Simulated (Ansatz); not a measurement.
CCSD(T) against full CI for several species

Each species is computed at the geometry given (Å), with frozen cores, in Ansatz 0.2.0: RHF-CCSD(T) for singlets, UHF-CCSD(T) otherwise, and full CI in the same basis. The program picks the determinant by trial CCSD, so it needn't be the lowest Hartree–Fock solution. States: [SiH3···H···H] A', HAlC A'', AlH4⁺ A2, HSiN Σ⁺ or Δ. Cases whose determinant has another symmetry than full CI's state, or whose (Q) step broke down, weren't drawn.

Judging by size, spin and bonding and the diagnostics given, rank them by the size of CCSD(T)'s error in total energy against full CI in the same basis, smallest first (an estimate).
A. [SiH3···H···H], doublet, 6-31G: Si -0.084 0.000 0.000; H -0.579 1.400 0.000; H -0.579 -0.700 1.212; H -0.579 -0.700 -1.212; H 1.297 0.000 0.000; H 2.776 0.000 0.000. T1 0.009, (T) -23 meV in a correlation energy of -2.33 eV
B. HSiN, singlet, 6-31G: Si 0.000 0.000 0.120; N 0.000 0.000 -1.437; H 0.000 0.000 1.317. T1 0.024, (T) -277 meV in a correlation energy of -6.09 eV
C. AlH4⁺, triplet, cc-pVDZ: Al 0.000 0.000 0.000; H 0.549 1.247 0.553; H -0.552 -1.244 0.556; H -0.557 1.241 -0.559; H 0.560 -1.243 -0.550. T1 0.017, (T) -37 meV in a correlation energy of -2.55 eV
D. HAlC, triplet, 6-31G: Al -0.299 0.000 0.468; C 0.631 0.000 -1.207; H 0.478 0.000 1.867. T1 0.074, (T) -92 meV in a correlation energy of -2.35 eV

A (9.3 meV), C (15.4 meV), B (68.0 meV), D (90.1 meV).

| species | basis | correlated electrons | CCSD(T) − full CI (meV) | CCSDT(Q) − full CI (meV) | unpaired electrons (full CI) | T1 | ⟨S²⟩ of the determinant |
| --- | --- | --- | --- | --- | --- | --- | --- |
| [SiH3···H···H], doublet | 6-31G | 9 | 9.3 | 0.2 | 1.02 | 0.009 | 0.75 |
| AlH4⁺, triplet | cc-pVDZ | 6 | 15.4 | -0.1 | 2.02 | 0.017 | 2.03 |
| HSiN, singlet | 6-31G | 10 | 68.0* | -10.2 | 0.25 | 0.024 | 0.00 |
| HAlC, triplet | 6-31G | 8 | 90.1 | -0.1 | 2.51 | 0.074 | 2.83 |

Unpaired electrons are Σ n²(2−n)² over natural occupations; an open shell counts its own unpaired electrons too. Frozen cores follow each run's orbitals, which moves totals by a few meV. An asterisk marks runs whose energy the program itself flagged as in doubt.
